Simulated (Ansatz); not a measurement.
# CH₃F + HS radical: a complex and its separated parts, part 1 of 2

Aim: how far the complex at one end of a reaction step lies below its separated, relaxed parts, level by level.

Method: PBE0-D4/def2-TZVP structures, single points in def2-TZVPP, no counterpoise correction; program: Ansatz 0.2.0, Gaussian basis.

Levels: SPW92, PBE-D4, BLYP-D4, r2SCAN-D4, B97M-V, PBE0-D4, B3LYP-D4, r2SCAN0-D4, BHLYP-D4, CAM-B3LYP-D4, wB97X-V, wB97M-V, B2PLYP, PBE-QIDH, RPA on PBE, Hartree-Fock, MP2, CCSD, CCSD(T).

Correlated methods freeze the cores. Orbitals are unrestricted. B3LYP uses VWN-RPA correlation. B2PLYP carries no dispersion term here.

94 further runs of the same task are left out: 94 set aside as unsound or not needed. Runs told in other sessions of the task aren't counted.

## Step 1: Where the work starts

The complex: 7 atoms, charge 0, spin multiplicity 2.

Atoms are counted from 1 here; the program's logs count them from 0.

Bond lengths: H1–C2 1.092 Å, C2–F3 1.383 Å, C2–H5 1.091 Å, C2–H6 1.091 Å, S4–H7 1.348 Å. Angles: H1–C2–F3 108.7°, H1–C2–H5 110.2°, H1–C2–H6 110.2°, F3–C2–H5 108.7°, F3–C2–H6 108.7°, H5–C2–H6 110.1°.

Coordinates:

| atom | x (Å) | y (Å) | z (Å) |
| --- | --- | --- | --- |
| H1 | -0.6922 | -0.4185 | 0.5518 |
| C2 | 0.2991 | -0.8572 | 0.4235 |
| F3 | 1.0419 | -0.0405 | -0.4103 |
| S4 | -1.4243 | 2.3754 | -0.9248 |
| H5 | 0.2189 | -1.8447 | -0.0344 |
| H6 | 0.8077 | -0.9296 | 1.3865 |
| H7 | -0.2512 | 1.7152 | -0.9925 |

Its parts: CH₃F holds atoms 1, 2, 3, 5, 6; HS radical holds atoms 4, 7. Each part counts its atoms afresh in its own runs.

## Step 2: Relaxing CH₃F alone

Contents of relax-a/in.yaml:

```yaml
crystal:
  periodic: [false, false, false]
  atoms:
    - {symbol: H, position_ang: [-0.692232, -0.418550, 0.551803]}
    - {symbol: C, position_ang: [0.299147, -0.857174, 0.423476]}
    - {symbol: F, position_ang: [1.041939, -0.040541, -0.410279]}
    - {symbol: H, position_ang: [0.218924, -1.844732, -0.034375]}
    - {symbol: H, position_ang: [0.807670, -0.929568, 1.386550]}
basis:
  gaussian: {orbitals: def2-TZVP}
hamiltonian: {xc: pbe0, dispersion: d4}
relax: {f_tol: 0.005, max_steps: 200}
```

Command:

```bash
$ ansatz run in.yaml --threads 4 --pin off --events-out ev --progress --plain --max-ram 9574MiB
```

The program printed, shortened:

```text
Functional definition: PBE0
  name "PBE0"
  cite "Adamo & Barone, J. Chem. Phys. 110, 6158 (1999) doi:10.1063/1.478522"
  cite "Perdew, Burke & Ernzerhof, Phys. Rev. Lett. 77, 3865 (1996) doi:10.1103/PhysRevLett.77.3865"
  parent pbe
[...]
468 factors; their error is unknown
[...]
mean field -3800.17267849 eV, -139.6537700850 hartree, gradient 4.7e-6 eV, S^2 0.000000; 0 other end points of the search recorded, 0 dependent functions left out
[...]
reference -3800.17269714 eV, -139.6537707702 hartree; 9, 9 occupied and 71, 71 virtual orbitals, 468 factors
[...]
reference -3800.17371335 eV, -139.6538081155 hartree; 9, 9 occupied and 71, 71 virtual orbitals, 468 factors
Total energy: -3800.19678263 eV, -139.6546558958 hartree
Atom 0 at    -0.691413    -0.420539     0.552719 Å, force    -0.000904     0.000669    -0.000058 eV/Å
Atom 1 at     0.302389    -0.854085     0.420153 Å, force     0.000283     0.000306    -0.000312 eV/Å
Atom 2 at     1.041033    -0.041359    -0.409364 Å, force    -0.000107     0.000005     0.000039 eV/Å
Atom 3 at     0.217633    -1.844402    -0.032894 Å, force    -0.000041    -0.001119    -0.000813 eV/Å
Atom 4 at     0.805807    -0.930180     1.386561 Å, force     0.000769     0.000139     0.001143 eV/Å
Dipole moment:    -0.200503    -0.220618     0.225174 e Å
```

Wall time 0.9 s (4 threads of AMD EPYC 9R45, shared host).

Along the way:

| step | energy from step 1 (eV) | largest force component (eV/Å) |
| --- | --- | --- |
| 1 | 0.0000 | 0.1745 |
| 2 | -0.0007 | 0.1008 |
| 3 | -0.0010 | 0.0054 |
| 4 | -0.0010 | 0.0011 |

Close pairs (by a distance rule), those that changed most:

| bond | before (Å) | after (Å) | change (Å) |
| --- | --- | --- | --- |
| C2–F3 | 1.383 | 1.376 | -0.007 |
| C2–H4 | 1.091 | 1.092 | +0.001 |
| C2–H5 | 1.091 | 1.092 | +0.001 |
| H1–C2 | 1.092 | 1.092 | +0.001 |

## Step 3: Relaxing HS radical alone

Contents of relax-b/in.yaml:

```yaml
crystal:
  periodic: [false, false, false]
  atoms:
    - {symbol: S, position_ang: [-1.424282, 2.375390, -0.924759]}
    - {symbol: H, position_ang: [-0.251168, 1.715174, -0.992515]}
basis:
  gaussian: {orbitals: def2-TZVP}
magnetization: {spin_polarized: true, initial_magnetization: 1}
hamiltonian: {xc: pbe0, dispersion: d4}
relax: {f_tol: 0.005, max_steps: 200}
```

Command:

```bash
$ ansatz run in.yaml --threads 4 --pin off --events-out ev --progress --plain --max-ram 9574MiB
```

The program printed, shortened:

```text
[... 5 set-up lines as earlier in the session ...]
[...]
315 factors; their error is unknown
[...]
mean field -10846.79022143 eV, -398.6121884192 hartree, gradient 3.4e-5 eV, S^2 0.755373; 0 other end points of the search recorded, 0 dependent functions left out
[...]
reference -10846.79029462 eV, -398.6121911087 hartree; 9, 8 occupied and 34, 35 virtual orbitals, 315 factors
Total energy: -10846.79534450 eV, -398.6123766884 hartree
Atom 0 at    -1.423383     2.374884    -0.924811 Å, force    -0.000053     0.000030     0.000003 eV/Å
Atom 1 at    -0.252067     1.715680    -0.992463 Å, force     0.000053    -0.000030    -0.000003 eV/Å
Dipole moment:     0.162827    -0.091637    -0.009404 e Å
```

Run time: 0.4 s. Hardware: 4 threads of AMD EPYC 9R45, shared host.

The steps of the relaxation:

| step | energy from step 1 (eV) | largest force component (eV/Å) |
| --- | --- | --- |
| 1 | 0.0000 | 0.0469 |
| 2 | 0.0000 | 0.0180 |
| 3 | -0.0001 | 0.0001 |

The bond:

| bond | before (Å) | after (Å) | change (Å) |
| --- | --- | --- | --- |
| S1–H2 | 1.348 | 1.346 | -0.002 |

## Step 4: SPW92/def2-TZVPP

Contents of parta/in.yaml:

```yaml
crystal:
  periodic: [false, false, false]
  atoms:
    - {symbol: H, position_ang: [-0.691413, -0.420539, 0.552719]}
    - {symbol: C, position_ang: [0.302389, -0.854085, 0.420153]}
    - {symbol: F, position_ang: [1.041033, -0.041359, -0.409364]}
    - {symbol: H, position_ang: [0.217633, -1.844402, -0.032894]}
    - {symbol: H, position_ang: [0.805807, -0.930180, 1.386561]}
basis:
  gaussian: {orbitals: def2-TZVPP}
hamiltonian: {xc: lda}
```

Contents of partb/in.yaml:

```yaml
crystal:
  periodic: [false, false, false]
  atoms:
    - {symbol: S, position_ang: [-1.423383, 2.374884, -0.924811]}
    - {symbol: H, position_ang: [-0.252067, 1.715680, -0.992463]}
basis:
  gaussian: {orbitals: def2-TZVPP}
magnetization: {spin_polarized: true, initial_magnetization: 1}
hamiltonian: {xc: lda}
```

One command serves all of them, each in its own folder.

Command:

```bash
$ ansatz run in.yaml --threads 4 --pin off --events-out ev --progress --plain --max-ram 9574MiB
```

parta printed, shortened:

```text
Functional definition: SPW92
  name "SPW92"
  cite "Dirac, Proc. Camb. Phil. Soc. 26, 376 (1930) doi:10.1017/S0305004100016108"
  cite "Slater, Phys. Rev. 81, 385 (1951) doi:10.1103/PhysRev.81.385"
  cite "Perdew & Wang, Phys. Rev. B 45, 13244 (1992) doi:10.1103/PhysRevB.45.13244"
[...]
513 factors; their error is unknown
[...]
mean field -3776.21046539 eV, -138.7731749958 hartree, gradient 2.4e-5 eV, S^2 0.000000; 0 other end points of the search recorded, 0 dependent functions left out
reference -3776.21049059 eV, -138.7731759217 hartree; 9, 9 occupied and 95, 95 virtual orbitals, 513 factors
Total energy: -3776.21049059 eV, -138.7731759217 hartree
```

Output in partb, shortened:

```text
[... 5 set-up lines as earlier in the session ...]
[...]
343 factors; their error is unknown
[...]
mean field -10812.65329799 eV, -397.3576796214 hartree, gradient 3.6e-5 eV, S^2 0.751864; 2 other end points of the search recorded, 0 dependent functions left out
reference -10812.65331751 eV, -397.3576803388 hartree; 9, 8 occupied and 47, 48 virtual orbitals, 343 factors
Total energy: -10812.65331751 eV, -397.3576803388 hartree
```

Wall times: 0.15 s (parta), 0.15 s (partb) on 4 threads of AMD EPYC 9R45, shared host.

## Step 5: PBE-D4/def2-TZVPP

Each input of step 4 (parta, partb) changes in the same lines:

```diff
-hamiltonian: {xc: lda}
+hamiltonian: {xc: pbe, dispersion: d4}
```

The same command starts each run, in its folder.

Command:

```bash
$ ansatz run in.yaml --threads 4 --pin off --events-out ev --progress --plain --max-ram 9574MiB
```

Log of parta, shortened:

```text
Functional definition: PBE
  name "PBE"
[... 2 set-up lines as earlier in the session ...]
[...]
513 factors; their error is unknown
[...]
mean field -3800.00389074 eV, -139.6475672494 hartree, gradient 3.7e-5 eV, S^2 0.000000; 0 other end points of the search recorded, 0 dependent functions left out
reference -3800.00391785 eV, -139.6475682457 hartree; 9, 9 occupied and 95, 95 virtual orbitals, 513 factors
Total energy: -3800.03254247 eV, -139.6486201812 hartree
```

Log of partb, shortened:

```text
[... 4 set-up lines as earlier in the session ...]
[...]
343 factors; their error is unknown
[...]
mean field -10845.86333341 eV, -398.5781259125 hartree, gradient 3.8e-5 eV, S^2 0.753907; 1 other end points of the search recorded, 0 dependent functions left out
reference -10845.86335501 eV, -398.5781267064 hartree; 9, 8 occupied and 47, 48 virtual orbitals, 343 factors
Total energy: -10845.86958552 eV, -398.5783556733 hartree
```

They took 0.2 s (parta), 0.15 s (partb) on 4 threads of AMD EPYC 9R45, shared host.

## Step 6: BLYP-D4/def2-TZVPP

The same edit goes into each in.yaml of step 5 (parta, partb):

```diff
-hamiltonian: {xc: pbe, dispersion: d4}
+hamiltonian: {xc: {name: BLYP}, dispersion: d4}
```

Each run has its own folder and the same command.

Command:

```bash
$ ansatz run in.yaml --threads 4 --pin off --events-out ev --progress --plain --max-ram 9574MiB
```

Output in parta, shortened:

```text
Functional definition: BLYP
  name "BLYP"
  cite "Becke, Phys. Rev. A 38, 3098 (1988) doi:10.1103/PhysRevA.38.3098"
  cite "Lee, Yang & Parr, Phys. Rev. B 37, 785 (1988) doi:10.1103/PhysRevB.37.785"
[...]
513 factors; their error is unknown
[...]
mean field -3803.37839686 eV, -139.7715780622 hartree, gradient 3.4e-5 eV, S^2 0.000000; 0 other end points of the search recorded, 0 dependent functions left out
reference -3803.37864546 eV, -139.7715871980 hartree; 9, 9 occupied and 95, 95 virtual orbitals, 513 factors
Total energy: -3803.44711216 eV, -139.7741033029 hartree
```

partb printed, shortened:

```text
[... 4 set-up lines as earlier in the session ...]
[...]
343 factors; their error is unknown
[...]
mean field -10850.63454600 eV, -398.7534647412 hartree, gradient 1.4e-5 eV, S^2 0.753143; 2 other end points of the search recorded, 0 dependent functions left out
reference -10850.63474921 eV, -398.7534722091 hartree; 9, 8 occupied and 47, 48 virtual orbitals, 343 factors
Total energy: -10850.64953140 eV, -398.7540154445 hartree
```

Wall times: 0.2 s (parta), 0.2 s (partb) on 4 threads of AMD EPYC 9R45, shared host.

## Step 7: r2SCAN-D4/def2-TZVPP

Each input of step 6 (parta, partb) changes in the same lines:

```diff
-hamiltonian: {xc: {name: BLYP}, dispersion: d4}
+hamiltonian: {xc: r2scan, dispersion: d4}
```

One command serves all of them, each in its own folder.

Command:

```bash
$ ansatz run in.yaml --threads 4 --pin off --events-out ev --progress --plain --max-ram 9574MiB
```

parta printed, shortened:

```text
Functional definition: r2SCAN
  name "r2SCAN"
  cite "Furness, Kaplan, Ning, Perdew & Sun, J. Phys. Chem. Lett. 11, 8208 (2020) doi:10.1021/acs.jpclett.0c02405"
  cite "Furness, Kaplan, Ning, Perdew & Sun, J. Phys. Chem. Lett. 11, 9248 (2020) doi:10.1021/acs.jpclett.0c03077"
  parent r2scan
[...]
513 factors; their error is unknown
[...]
mean field -3802.30483047 eV, -139.7321252249 hartree, gradient 3.8e-5 eV, S^2 0.000000; 0 other end points of the search recorded, 0 dependent functions left out
reference -3802.30483799 eV, -139.7321255014 hartree; 9, 9 occupied and 95, 95 virtual orbitals, 513 factors
Total energy: -3802.31158526 eV, -139.7323734590 hartree
```

partb printed, shortened:

```text
[... 5 set-up lines as earlier in the session ...]
[...]
343 factors; their error is unknown
[...]
mean field -10849.85654556 eV, -398.7248737524 hartree, gradient 5.9e-5 eV, S^2 0.757552; 1 other end points of the search recorded, 0 dependent functions left out
reference -10849.85655265 eV, -398.7248740129 hartree; 9, 8 occupied and 47, 48 virtual orbitals, 343 factors
Total energy: -10849.85792541 eV, -398.7249244611 hartree
```

Wall times: 0.35 s (parta), 0.35 s (partb) on 4 threads of AMD EPYC 9R45, shared host.

## Step 8: B97M-V/def2-TZVPP

The same edit goes into each in.yaml of step 7 (parta, partb):

```diff
-hamiltonian: {xc: r2scan, dispersion: d4}
+hamiltonian: {xc: {name: B97M-V}}
```

One command serves all of them, each in its own folder.

Command:

```bash
$ ansatz run in.yaml --threads 4 --pin off --events-out ev --progress --plain --max-ram 9574MiB
```

Log of parta, shortened:

```text
Functional definition: B97M-V
  name "B97M-V"
  cite "Mardirossian & Head-Gordon, J. Chem. Phys. 142, 074111 (2015) doi:10.1063/1.4907719"
  cite "Becke, J. Chem. Phys. 107, 8554 (1997) doi:10.1063/1.475007"
  cite "Vydrov & Van Voorhis, J. Chem. Phys. 133, 244103 (2010) doi:10.1063/1.3521275"
  # Of w^i u^j: cxij and so on, Table III.
[...]
  gx(w, u) = cx00 + cx01*u + cx02*u^2 + (cx10 + cx11*u)*w
[...]
  gos(w, u) = cos00 + cos01*u + cos03*u^3 + cos10*w + cos32*w^3*u^2
[...]
      + integral(e_c_pw_mod_opposite_spin*gos(b97_w_opposite, b97_u_opposite)) + vv10(b, c)
513 factors; their error is unknown
[...]
mean field -3803.14875021 eV, -139.7631387034 hartree, gradient 2.2e-5 eV, S^2 0.000000; 0 other end points of the search recorded, 0 dependent functions left out
reference -3803.14878741 eV, -139.7631400706 hartree; 9, 9 occupied and 95, 95 virtual orbitals, 513 factors
Total energy: -3803.14878741 eV, -139.7631400706 hartree
```

partb printed, shortened:

```text
[... 5 set-up lines as earlier in the session ...]
  # Of w^i u^j: cxij and so on, Table III.
[...]
  gx(w, u) = cx00 + cx01*u + cx02*u^2 + (cx10 + cx11*u)*w
[...]
  gos(w, u) = cos00 + cos01*u + cos03*u^3 + cos10*w + cos32*w^3*u^2
[...]
      + integral(e_c_pw_mod_opposite_spin*gos(b97_w_opposite, b97_u_opposite)) + vv10(b, c)
343 factors; their error is unknown
[...]
mean field -10847.78417589 eV, -398.6487155716 hartree, gradient 1.5e-5 eV, S^2 0.754941; 3 other end points of the search recorded, 0 dependent functions left out
reference -10847.78420805 eV, -398.6487167536 hartree; 9, 8 occupied and 47, 48 virtual orbitals, 343 factors
Total energy: -10847.78420805 eV, -398.6487167536 hartree
```

They took 0.5 s (parta), 0.4 s (partb) on 4 threads of AMD EPYC 9R45, shared host.

## Step 9: PBE0-D4/def2-TZVPP

Each input of step 8 (parta, partb) changes in the same lines:

```diff
-hamiltonian: {xc: {name: B97M-V}}
+hamiltonian: {xc: pbe0, dispersion: d4}
+output: {orbitals: {seedname: orbitals}}
```

Each run has its own folder and the same command.

Command:

```bash
$ ansatz run in.yaml --threads 4 --pin off --events-out ev --progress --plain --max-ram 9574MiB
```

parta printed, shortened:

```text
[... 5 set-up lines as earlier in the session ...]
[...]
513 factors; their error is unknown
[...]
mean field -3800.20281853 eV, -139.6548777109 hartree, gradient 7.7e-5 eV, S^2 0.000000; 0 other end points of the search recorded, 0 dependent functions left out
reference -3800.20283791 eV, -139.6548784233 hartree; 9, 9 occupied and 95, 95 virtual orbitals, 513 factors
Total energy: -3800.22590719 eV, -139.6557262036 hartree
```

partb printed, shortened:

```text
[... 5 set-up lines as earlier in the session ...]
[...]
374 factors; their error is unknown
[...]
mean field -10846.80842680 eV, -398.6128574542 hartree, gradient 9.6e-6 eV, S^2 0.755345; 0 other end points of the search recorded, 0 dependent functions left out
reference -10846.80844308 eV, -398.6128580524 hartree; 9, 8 occupied and 47, 48 virtual orbitals, 374 factors
Total energy: -10846.81349296 eV, -398.6130436322 hartree
```

They took 0.2 s (parta), 0.15 s (partb) on 4 threads of AMD EPYC 9R45, shared host.

## Step 10: B3LYP-D4/def2-TZVPP

Each input of step 9 (parta, partb) changes in the same lines:

```diff
-hamiltonian: {xc: pbe0, dispersion: d4}
-output: {orbitals: {seedname: orbitals}}
+hamiltonian: {xc: {name: B3LYP}, dispersion: d4}
```

One command serves all of them, each in its own folder.

Command:

```bash
$ ansatz run in.yaml --threads 4 --pin off --events-out ev --progress --plain --max-ram 9574MiB
```

Log of parta, shortened:

```text
Functional definition: B3LYP
  name "B3LYP"
  cite "Stephens, Devlin, Chabalowski & Frisch, J. Phys. Chem. 98, 11623 (1994) doi:10.1021/j100096a001"
[... 2 set-up lines as earlier in the session ...]
  cite "Vosko, Wilk & Nusair, Can. J. Phys. 58, 1200 (1980) doi:10.1139/p80-159"
[...]
513 factors; their error is unknown
[...]
mean field -3804.37265523 eV, -139.8081163835 hartree, gradient 8.3e-5 eV, S^2 0.000000; 0 other end points of the search recorded, 0 dependent functions left out
reference -3804.37283485 eV, -139.8081229841 hartree; 9, 9 occupied and 95, 95 virtual orbitals, 513 factors
Total energy: -3804.41856933 eV, -139.8098036952 hartree
```

Log of partb, shortened:

```text
[... 6 set-up lines as earlier in the session ...]
[...]
355 factors; their error is unknown
[...]
mean field -10851.21833844 eV, -398.7749187176 hartree, gradient 2.9e-5 eV, S^2 0.753981; 0 other end points of the search recorded, 0 dependent functions left out
reference -10851.21848935 eV, -398.7749242636 hartree; 9, 8 occupied and 47, 48 virtual orbitals, 355 factors
Total energy: -10851.22864514 eV, -398.7752974821 hartree
```

They took 0.2 s (parta), 0.15 s (partb) on 4 threads of AMD EPYC 9R45, shared host.

## Step 11: r2SCAN0-D4/def2-TZVPP

Each input of step 10 (parta, partb) changes in the same lines:

```diff
-hamiltonian: {xc: {name: B3LYP}, dispersion: d4}
+hamiltonian: {xc: {name: r2SCAN0}, dispersion: d4}
```

One command serves all of them, each in its own folder.

Command:

```bash
$ ansatz run in.yaml --threads 4 --pin off --events-out ev --progress --plain --max-ram 9574MiB
```

parta printed, shortened:

```text
Functional definition: r2SCAN0
  name "r2SCAN0"
  cite "Bursch, Neugebauer, Ehlert & Grimme, J. Chem. Phys. 156, 134105 (2022) doi:10.1063/5.0086040"
[... 3 set-up lines as earlier in the session ...]
[...]
513 factors; their error is unknown
[...]
mean field -3801.85431060 eV, -139.7155689252 hartree, gradient 4.3e-5 eV, S^2 0.000000; 0 other end points of the search recorded, 0 dependent functions left out
reference -3801.85431654 eV, -139.7155691435 hartree; 9, 9 occupied and 95, 95 virtual orbitals, 513 factors
Total energy: -3801.86186582 eV, -139.7158465742 hartree
```

Log of partb, shortened:

```text
[... 6 set-up lines as earlier in the session ...]
[...]
374 factors; their error is unknown
[...]
mean field -10849.78678278 eV, -398.7223100177 hartree, gradient 1.7e-5 eV, S^2 0.758185; 0 other end points of the search recorded, 0 dependent functions left out
reference -10849.78678838 eV, -398.7223102234 hartree; 9, 8 occupied and 47, 48 virtual orbitals, 374 factors
Total energy: -10849.78837858 eV, -398.7223686621 hartree
```

Times: 0.35 s (parta), 0.3 s (partb) on 4 threads of AMD EPYC 9R45, shared host.

## Step 12: BHLYP-D4/def2-TZVPP

The same edit goes into each in.yaml of step 11 (parta, partb):

```diff
-hamiltonian: {xc: {name: r2SCAN0}, dispersion: d4}
+hamiltonian: {xc: {name: BHLYP}, dispersion: d4}
```

Each run has its own folder and the same command.

Command:

```bash
$ ansatz run in.yaml --threads 4 --pin off --events-out ev --progress --plain --max-ram 9574MiB
```

Output in parta, shortened:

```text
Functional definition: BHLYP
  name "BHLYP"
  cite "Becke, J. Chem. Phys. 98, 1372 (1993) doi:10.1063/1.464304"
[... 2 set-up lines as earlier in the session ...]
[...]
573 factors; their error is unknown
[...]
mean field -3802.50059708 eV, -139.7393195153 hartree, gradient 5.7e-5 eV, S^2 0.000000; 0 other end points of the search recorded, 0 dependent functions left out
reference -3802.50071566 eV, -139.7393238729 hartree; 9, 9 occupied and 95, 95 virtual orbitals, 573 factors
Total energy: -3802.52889533 eV, -139.7403594569 hartree
```

partb printed, shortened:

```text
[... 5 set-up lines as earlier in the session ...]
[...]
394 factors; their error is unknown
[...]
mean field -10850.70523344 eV, -398.7560624568 hartree, gradient 1.9e-5 eV, S^2 0.755831; 0 other end points of the search recorded, 0 dependent functions left out
reference -10850.70533600 eV, -398.7560662256 hartree; 9, 8 occupied and 47, 48 virtual orbitals, 394 factors
Total energy: -10850.71219876 eV, -398.7563184275 hartree
```

They took 0.2 s (parta), 0.15 s (partb) on 4 threads of AMD EPYC 9R45, shared host.

## Step 13: CAM-B3LYP-D4/def2-TZVPP

The same edit goes into each in.yaml of step 12 (parta, partb):

```diff
-hamiltonian: {xc: {name: BHLYP}, dispersion: d4}
+hamiltonian: {xc: {name: CAM-B3LYP}, dispersion: d4}
```

Each run has its own folder and the same command.

Command:

```bash
$ ansatz run in.yaml --threads 4 --pin off --events-out ev --progress --plain --max-ram 9574MiB
```

Output in parta, shortened:

```text
Functional definition: CAM-B3LYP
  name "CAM-B3LYP"
  cite "Yanai, Tew & Handy, Chem. Phys. Lett. 393, 51 (2004) doi:10.1016/j.cplett.2004.06.011"
  cite "Iikura, Tsuneda, Yanai & Hirao, J. Chem. Phys. 115, 3540 (2001) doi:10.1063/1.1383587"
[... 2 set-up lines as earlier in the session ...]
[...]
  # Exact exchange under (alpha + beta erf(omega r))/r, Becke's under what is left of 1/r.
[...]
513 factors; their error is unknown
129 factors; integrals over basis functions are off by at most 1.1e-5 eV
[...]
mean field -3802.97972093 eV, -139.7569269921 hartree, gradient 5.1e-5 eV, S^2 0.000000; 0 other end points of the search recorded, 0 dependent functions left out
reference -3802.97980887 eV, -139.7569302237 hartree; 9, 9 occupied and 95, 95 virtual orbitals, 513 factors
Total energy: -3803.00208381 eV, -139.7577488127 hartree
```

partb printed, shortened:

```text
[... 6 set-up lines as earlier in the session ...]
[...]
  # Exact exchange under (alpha + beta erf(omega r))/r, Becke's under what is left of 1/r.
[...]
355 factors; their error is unknown
66 factors; integrals over basis functions are off by at most 1.3e-4 eV
[...]
mean field -10850.96757739 eV, -398.7657034190 hartree, gradient 7.4e-5 eV, S^2 0.754198; 0 other end points of the search recorded, 0 dependent functions left out
reference -10850.96765079 eV, -398.7657061164 hartree; 9, 8 occupied and 47, 48 virtual orbitals, 355 factors
Total energy: -10850.97262062 eV, -398.7658887542 hartree
```

Times: 0.25 s (parta), 0.2 s (partb) on 4 threads of AMD EPYC 9R45, shared host.

(Continued in part 2 of 2.)
